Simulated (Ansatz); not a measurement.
`BS` and `BSC` differ in one atom or group.

Ansatz, PBE0-D4/def2-TZVP geometries, multiplicity 1. 

```json
{"property": "HOMO–LUMO gap (B3LYP/def2-TZVPP) / eV", "`BS`": "6.71"}
{"property": "LUMO energy (PBE/def2-TZVPP) / eV", "`BS`": "-2.27"}
{"property": "LUMO energy (B3LYP/def2-TZVPP) / eV", "`BS`": "-1.51"}
{"property": "HOMO energy (PBE0/def2-TZVPP) / eV", "`BS`": "-8.48"}
{"property": "HOMO energy (B3LYP/def2-TZVPP) / eV", "`BS`": "-8.22"}
{"property": "HOMO–LUMO gap (PBE/def2-TZVPP) / eV", "`BS`": "5.07"}
```

Give the same properties after the change, and the shifts. (Best estimate.)

Computed: 
| property | `BSC` | shift |
| --- | --- | --- |
| HOMO–LUMO gap (B3LYP/def2-TZVPP) / eV | 6.36 | -0.35 |
| LUMO energy (PBE/def2-TZVPP) / eV | -1.99 | 0.28 |
| LUMO energy (B3LYP/def2-TZVPP) / eV | -1.25 | 0.26 |
| HOMO energy (PBE0/def2-TZVPP) / eV | -7.85 | 0.63 |
| HOMO energy (B3LYP/def2-TZVPP) / eV | -7.61 | 0.61 |
| HOMO–LUMO gap (PBE/def2-TZVPP) / eV | 4.75 | -0.32 |

With PBE0 the HOMO rises by 0.63 eV and the LUMO rises by 0.26 eV, so the gap narrows by about 0.37 eV. PBE moves the HOMO by 0.61 eV and ωB97M-V by 0.65 eV. The zero-point energy changes by 77.6 kJ/mol with +9 modes.

B3LYP here is the variant with VWN-RPA as its local correlation; programs differ in this.
